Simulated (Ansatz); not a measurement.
Geometry optimisation, RKS BLYP-D4/STO-3G (Ansatz 0.2.0).

Input file:

```yaml
crystal:
  periodic: [false, false, false]
  atoms:
    - { symbol: F, position_ang: [-0.9474, 1.3444, 1.0572] }
    - { symbol: C, position_ang: [-1.2688, 0.0796, 0.7697] }
    - { symbol: C, position_ang: [-0.2112, -0.5099, -0.0841] }
    - { symbol: F, position_ang: [-0.2826, -1.8397, -0.4132] }
    - { symbol: C, position_ang: [0.5209, 0.3128, -1.1334] }
    - { symbol: C, position_ang: [1.2555, -0.0777, 0.1272] }
    - { symbol: H, position_ang: [-2.1971, 0.0396, 0.251] }
    - { symbol: H, position_ang: [-1.313, -0.435, 1.7137] }
    - { symbol: H, position_ang: [0.7825, -0.1505, -2.0055] }
    - { symbol: H, position_ang: [0.2421, 1.3635, -1.1924] }
    - { symbol: H, position_ang: [1.4623, 0.6709, 0.8868] }
    - { symbol: H, position_ang: [2.0339, -0.8532, 0.057] }
basis:
  gaussian: { orbitals: STO-3G }
hamiltonian:
  xc: blyp
  dispersion: d4
relax:
  f_tol: 0.02
  max_steps: 40
scf:
  lower_state_search: "off"
```

Run as:

```bash
$ ansatz run input.yaml --threads 1 --pin off --max-ram 2048MiB --backend cpu --events-out ev --progress --plain --runs-dir out
```

**Question.** Where does it end, and by what steps?

**Answer.** It converged. Limits of this set-up: minimal basis. After 5 steps the energy has fallen by 1.002 eV; F4 moved furthest, 0.15 Å.

```tsv
step	energy less start (eV)	largest force component (eV/Å)	accepted
0	0.0000	5.165	yes
1	-0.9176	0.942	yes
2	-0.9937	0.517	yes
3	-1.0007	0.164	yes
4	-1.0022	0.051	yes
5	-1.0023	0.013	yes
```

```xyz
12
Properties=species:S:1:pos:R:3
F -0.973 1.460 1.085
C -1.290 0.105 0.810
C -0.150 -0.577 -0.094
F -0.405 -1.923 -0.388
C 0.554 0.334 -1.149
C 1.316 -0.091 0.134
H -2.274 0.026 0.260
H -1.387 -0.488 1.766
H 0.869 -0.125 -2.102
H 0.208 1.380 -1.223
H 1.480 0.672 0.916
H 2.129 -0.828 0.020
```

Whether the end is a true minimum wasn't checked by a vibrational analysis.

The run took 18 s on 1 thread of Arm Neoverse N1, on a shared host, peak memory 0.096 GiB.
